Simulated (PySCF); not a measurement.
# SiH2O2 (SMILES O[Si]O) at B3LYP/aug-cc-pVDZ

What is the energy change on altering one bond length of SiH2O2 at B3LYP/aug-cc-pVDZ? Input form: a Python script.

The results are computed with PySCF 2.14.0.

1 further run of the same task is left out (set aside as unsound or not needed).

### Step 1. The molecule

SiH2O2: 5 atoms, total charge 0, spin state singlet. SMILES: `O[Si]O`. The shape is that of a PBE0-D4/def2-TZVP optimisation. This is one conformer, not always the lowest.

Bond lengths: O1–Si2 1.642 Å, Si2–O3 1.663 Å, O1–H4 0.964 Å, O3–H5 0.960 Å. Angles: O1–Si2–O3 99.4°, Si2–O1–H4 117.5°, Si2–O3–H5 116.1°.

### Step 2. A single-point energy at B3LYP/aug-cc-pVDZ

run.py reads:

```python
# O[Si]O
from pyscf import gto, dft

mol = gto.M(
    atom='''
O     -2.727253    -0.199555    -0.519675
Si    -0.400622    -1.495340     1.072798
O      1.957756     0.354324     0.129635
H     -2.327954     1.226243    -1.580000
H      3.592558    -0.024755     0.819007
''',
    max_memory=1860,
    unit='bohr',
    spin=0,
    verbose=3,
    basis='aug-cc-pvdz',
)

myscf = dft.RKS(mol, xc='b3lyp')
myscf.conv_tol = 1e-10
myscf.grids.level = 5
myscf.kernel()
if not myscf.converged:
    myscf = myscf.newton().run(myscf.mo_coeff, myscf.mo_occ)

e_final = myscf.e_tot
print('E = %.10f Eh' % e_final)
```

Launch:

```
$ OMP_NUM_THREADS=1 python run.py
```

What it wrote:

```text
converged SCF energy = -441.246101062365
E = -441.2461010624 Eh
```

Run time: 16 s. Hardware: 1 thread of Intel Xeon at 2.70GHz, shared host; peak memory 0.44 GiB.

### Step 3. The distorted shape, same level

start.xyz reads:

```xyz
5

O     -1.875757    -0.005298    -0.457403
Si    -0.644557    -0.690998     0.385297
O      0.603443     0.287802    -0.113803
H     -1.664457     0.749202    -1.018503
H      1.901100    -0.013100     0.433400
```

run.py reads:

```python
from pyscf import gto, dft

mol = gto.Mole()
mol.atom = 'start.xyz'
mol.verbose = 4
mol.max_memory = 1860
mol.spin = 0
mol.basis = 'aug-cc-pvdz'
mol.build()

ks = dft.RKS(mol)
ks.xc = 'b3lyp'
ks.conv_tol = 1e-10
ks.grids.level = 5
ks.kernel()
if not ks.converged:
    ks = ks.newton().run(ks.mo_coeff, ks.mo_occ)

energy = ks.e_tot
print('E(%s) = %.9f' % ('B3LYP', energy))
```

Launch:

```
$ OMP_NUM_THREADS=1 python run.py
```

What it wrote:

```text
PySCF version 2.14.0

[INPUT] num. atoms = 5
[INPUT] num. electrons = 32
[INPUT] charge = 0
[INPUT] spin (= nelec alpha-beta = 2S) = 0
[INPUT] symmetry False subgroup None
[INPUT] Mole.unit = angstrom
[INPUT] Symbol           X                Y                Z      unit          X                Y                Z       unit  Magmom
[INPUT]  1 O     -1.875757000000  -0.005298000000  -0.457403000000 AA   -3.544667006236  -0.010011769008  -0.864366398554 Bohr   0.0
[INPUT]  2 Si    -0.644557000000  -0.690998000000   0.385297000000 AA   -1.218036201671  -1.305796972622   0.728105806617 Bohr   0.0
[INPUT]  3 O      0.603443000000   0.287802000000  -0.113803000000 AA    1.140342001786   0.543866958102  -0.215056502154 Bohr   0.0
[INPUT]  4 H     -1.664457000000   0.749202000000  -1.018503000000 AA   -3.145367876115   1.415786591976  -1.924691727048 Bohr   0.0
[INPUT]  5 H      1.901100000000  -0.013100000000   0.433400000000 AA    3.592558335411  -0.024755412232   0.819007302386 Bohr   0.0

nuclear repulsion = 101.53826434115
number of shells = 34
number of NR pGTOs = 142
number of NR cGTOs = 91
basis = aug-cc-pvdz
ecp = {}

******** <class 'pyscf.dft.rks.RKS'> ********
method = RKS
initial guess = minao
damping factor = 0
level_shift factor = 0
DIIS = <class 'pyscf.scf.diis.CDIIS'>
diis_start_cycle = 1
diis_space = 8
diis_damp = 0
SCF conv_tol = 1e-10
SCF conv_tol_grad = None
SCF max_cycles = 50
direct_scf = True
direct_scf_tol = 1e-13
XC library pyscf.dft.libxc version 7.0.0
    S. Lehtola, C. Steigemann, M. J.T. Oliveira, and M. A.L. Marques.,  SoftwareX 7, 1–5 (2018)
XC functionals = b3lyp
    P. J. Stephens, F. J. Devlin, C. F. Chabalowski, and M. J. Frisch.,  J. Phys. Chem. 98, 11623 (1994)
radial grids:
    Treutler-Ahlrichs [JCP 102, 346 (1995); DOI:10.1063/1.469408] (M4) radial grids

becke partition: Becke, JCP 88, 2547 (1988); DOI:10.1063/1.454033
pruning grids: <function nwchem_prune>
grids dens level: 5
symmetrized grids: False
atomic radii adjust function: <function treutler_atomic_radii_adjust>
small_rho_cutoff = 0
Set gradient conv threshold to 1e-05
Initial guess from minao.
tot grids = 176592
init E= -441.215259752211
  HOMO = -0.266153488814608  LUMO = -0.119577575009572  gap/eV = 3.98853
cycle= 1 E= -440.914737745406  delta_E= 0.301  |g|= 1.07  |ddm|= 2.27
  HOMO = -0.118911168737617  LUMO = -0.0316792806935968  gap/eV = 2.37370
cycle= 2 E= -439.653109544515  delta_E= 1.26  |g|= 2.53  |ddm|= 2.35
  HOMO = -0.251736382744105  LUMO = -0.120535358764817  gap/eV = 3.57016
cycle= 3 E= -441.148720511414  delta_E= -1.5  |g|= 0.228  |ddm|= 1.74
  HOMO = -0.250106114293772  LUMO = -0.103573398361565  gap/eV = 3.98736
cycle= 4 E= -441.149153263755  delta_E= -0.000433  |g|= 0.245  |ddm|= 0.337
  HOMO = -0.253703242098583  LUMO = -0.10884454135861  gap/eV = 3.94181
cycle= 5 E= -441.160818653687  delta_E= -0.0117  |g|= 0.0259  |ddm|= 0.168
  HOMO = -0.252165817659865  LUMO = -0.106613548948789  gap/eV = 3.96068
cycle= 6 E= -441.160997645498  delta_E= -0.000179  |g|= 0.00589  |ddm|= 0.0233
  HOMO = -0.252314153771464  LUMO = -0.106918263218116  gap/eV = 3.95642
cycle= 7 E= -441.161005272261  delta_E= -7.63e-06  |g|= 0.00079  |ddm|= 0.00424
  HOMO = -0.252396168878382  LUMO = -0.106882406359655  gap/eV = 3.95963
cycle= 8 E= -441.161005418269  delta_E= -1.46e-07  |g|= 0.000138  |ddm|= 0.000745
  HOMO = -0.252371349723054  LUMO = -0.106897977511732  gap/eV = 3.95853
cycle= 9 E= -441.161005424466  delta_E= -6.2e-09  |g|= 4.89e-05  |ddm|= 0.00022
  HOMO = -0.252376248117129  LUMO = -0.106894158051252  gap/eV = 3.95877
cycle= 10 E= -441.161005425408  delta_E= -9.42e-10  |g|= 5.69e-06  |ddm|= 7.13e-05
  HOMO = -0.252375042971196  LUMO = -0.10689304296495  gap/eV = 3.95877
cycle= 11 E= -441.16100542544  delta_E= -3.15e-11  |g|= 1.73e-06  |ddm|= 2e-05
  HOMO = -0.25237515482484  LUMO = -0.106893623650338  gap/eV = 3.95875
Extra cycle  E= -441.161005425442  delta_E= -2.27e-12  |g|= 1.58e-06  |ddm|= 5.67e-06
converged SCF energy = -441.161005425442
E(B3LYP) = -441.161005425
```

Wall time 14 s (1 thread of Intel Xeon at 2.70GHz, shared host); peak memory 0.44 GiB.

### Step 4. Summary of results

Level: B3LYP/aug-cc-pVDZ.

| quantity | value |
| --- | --- |
| first shape: total energy | -441.24610 Eh |
| first shape: dipole moment | 1.76 D |
| first shape: HOMO energy | -7.04 eV |
| first shape: LUMO energy | -1.48 eV |
| first shape: HOMO–LUMO gap | 5.56 eV |
| distorted shape: total energy | -441.16101 Eh |
| distorted shape: dipole moment | 2.17 D |
| distorted shape: HOMO energy | -6.87 eV |
| distorted shape: LUMO energy | -2.91 eV |
| distorted shape: HOMO–LUMO gap | 3.96 eV |
| energy change with the O3–H5 bond stretched from 0.960 to 1.440 Å | 2.316 eV |

**Reading.** One bond (distorted shape) is far stretched, which a spin-restricted single reference describes badly; a broken-symmetry solution may lie lower. With the O3–H5 bond stretched from 0.960 to 1.440 Å the energy rises by 2.32 eV (223 kJ/mol). The first shape isn't relaxed at this level, so the change isn't measured from a minimum. A restricted reference can't describe the breaking bond well at this length.
